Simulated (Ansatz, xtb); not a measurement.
**Ligand exchange: C4H9F + SiH2(CH3)F → C3H6F2 + SiH2(CH3)2**

Species: C4H9F `CC(C)CF`, singlet; SiH2(CH3)F, singlet; C3H6F2 `CC(F)CF`, singlet; SiH2(CH3)2 (dimethylsilane), singlet. The partners trade CH3 for F: C–CH3 and Si–F bonds give way to C–F and Si–CH3.

Shapes, held fixed at every level: PBE0-D4/def2-TZVP. Flexible molecules stand in one conformer, not always the lowest. Programs: Ansatz 0.2.0, xtb 6.7.1. The zero-point and thermal change to 298 K, harmonic and unscaled (PBE0-D4/def2-TZVP), is -4.6 kJ/mol.

Q: Estimate ΔH(298 K) of this reaction.

A: The highest level, CCSD(T)/CBS estimate, gives ΔH(298 K) = +169.9 kJ/mol; the levels span +150.3 to +246.9. GFN1-xTB strays far from the other rows. The column of differences is taken from that level and isn't an error. No measured value is set beside it here. The CBS estimate extrapolates MP2 from def2-TZVPP and def2-QZVPP and adds CCSD(T) − MP2 in the triple-zeta set, cores frozen. Times are processor times on shared x86 and Arm servers, and rough.

| level | kind | ΔH(298 K) (kJ/mol) | less CCSD(T)/CBS estimate | CPU time (sum over the molecules) |
| --- | --- | --- | --- | --- |
| GFN1-xTB | semi-empirical | +246.9 | +77.0 | 0.14 s |
| HF/def2-SVP | Hartree–Fock | +153.7 | -16.2 | – |
| SPW92/def2-TZVPP | LDA | +150.3 | -19.6 | 13 s |
| BHLYP-D4/def2-TZVPP | global hybrid | +165.1 | -4.8 | 26 s |
| PBE0-D4/def2-TZVPP | global hybrid | +154.0 | -15.9 | 25 s |
| r2SCAN0-D4/def2-TZVPP | global hybrid | +161.2 | -8.7 | 40 s |
| CCSD/def2-TZVPP | coupled cluster or CI | +168.2 | -1.7 | – |
| CCSD(T)/CBS estimate | coupled cluster or CI | +169.9 | 0.0 | 21 min |
